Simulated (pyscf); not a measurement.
This saddle point was located with ωB97X-D3(BJ)/def2-SVP in PySCF.

```xyz
8

Si     0.5784    -0.8720    -0.0151
F      1.4912     0.3911    -0.5188
H      1.6194    -1.1230     1.5650
H     -0.5003    -0.9627    -1.0895
N     -0.3154    -0.0303     1.4010
H      0.8069    -0.5079     1.8998
H     -0.3965     0.9852     1.3188
H     -1.1979    -0.4218     1.7344
```
Charge 0, spin multiplicity 2.

Surface: doublet, charge 0. Lowest wavenumbers (cm⁻¹): 1563i, 222, 234, 482, 622.

Name the species on either side of this saddle.

F–SiH₂• + ammonia (NH₃) ⇌ H₂N–SiH•–F + hydrogen (H₂), a four-centre exchange read from left to right: H–Si, H–N broken and N–Si, H–H formed. At ωB97M-D3(BJ)/def2-TZVP it lies +28.0 kcal/mol from the left side and +38.8 kcal/mol from the right (each side as separated species at their lowest minima found). On the reactant side the descent ends in a complex (not fully relaxed), 4.4 kcal/mol under the separated species and 32.6 kcal/mol under the saddle at ωB97X-D3(BJ)/def2-TZVP. At the saddle there is also a short H–Si contact that neither side keeps. The same reactants have a lower exit, to H₂N–SiH₂–F + H• (barrier +17.2 kcal/mol at ωB97M-D3(BJ)/def2-TZVP, against +28.0 kcal/mol here). One saddle was located; it need not be the lowest between these sides.
